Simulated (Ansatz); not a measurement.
Reaction (ligand exchange at a P–O bond): `NP(O)O` + H₂S → `NP(O)S` + H₂O

Isolated molecules relaxed with PBE0-D4/def2-TZVP in Ansatz; ΔE leaves out vibrations. CBS: MP2 limit from def2 TZ/QZ plus the TZ coupled-cluster correction, frozen cores. This one scheme is used for every species. Functionals use def2-TZVPP. B3LYP here is the variant with VWN-RPA as its local correlation; programs differ in this. Each species was taken in one conformer, which may not be the lowest.

`NP(O)O`:

Z-matrix (Å, degrees):
```
N
P 1 1.672
H 1 1.008 2 115.5
H 1 1.013 2 117.7 3 137.0
O 2 1.646 1 100.5 3 164.7
O 2 1.642 1 99.5 3 -97.7
H 5 0.962 2 110.3 1 -93.1
H 6 0.962 2 111.6 1 -176.5
```

H₂S:

```xyz
3

S    -0.032   -0.198   -0.586
H    -0.949    0.148    0.329
H     0.981    0.050    0.258
```

`NP(O)S`:

```xyz
8

N     0.679    1.266   -0.031
P     0.117   -0.142    0.674
O     0.446   -1.341   -0.419
S    -1.903    0.246    0.138
H     0.458    1.473   -0.996
H     1.604    1.561    0.237
H     0.915   -2.055    0.024
H    -2.316   -1.009    0.373
```

H₂O:

Z-matrix (Å, degrees):
```
O
H 1 0.960
H 1 0.960 2 105.1
```

| level | ΔE (kJ/mol) | difference from CCSD(T)/CBS |
| --- | --- | --- |
| BLYP-D4 | 19.5 | -2.8 |
| B3LYP-D4 | 23.7 | 1.4 |
| ωB97X-V | 29.8 | 7.5 |
| PBE-QIDH | 24.1 | 1.8 |
| B3LYP | 30.1 | 7.8 |
| r2SCANh | 25.3 | 3.0 |
| HF/def2-SVP | 43.2 | 20.9 |
| MP2/def2-SVP | 29.9 | 7.6 |
| HF/def2-TZVPP | 46.5 | 24.2 |
| SCS-MP2/def2-QZVPP | 25.7 | 3.4 |
| CCSD(T)/CBS | 22.3 | 0 |

Largest T1 diagnostic among the species: 0.013.

In def2-TZVPP, CCSD(T) changes the Hartree–Fock value by −17.4 kJ/mol (the triples alone add −3.6 kJ/mol) and MP2 by −23.0 kJ/mol. The D4 term adds −6.4 kJ/mol with B3LYP and −3.3 kJ/mol with PBE0; it sums over pairs of atoms, weighted by their polarisabilities, and B3LYP, whose exchange is more repulsive, gets the larger term. Leaving LDA and LC-ωPBE aside and taking each functional with its dispersion term where it has one, the values, not all of them listed here, spread over 23.8 kJ/mol, from revPBE-D4 to CAM-B3LYP-D4. LDA lies +5.0 kJ/mol from PBE without D4.
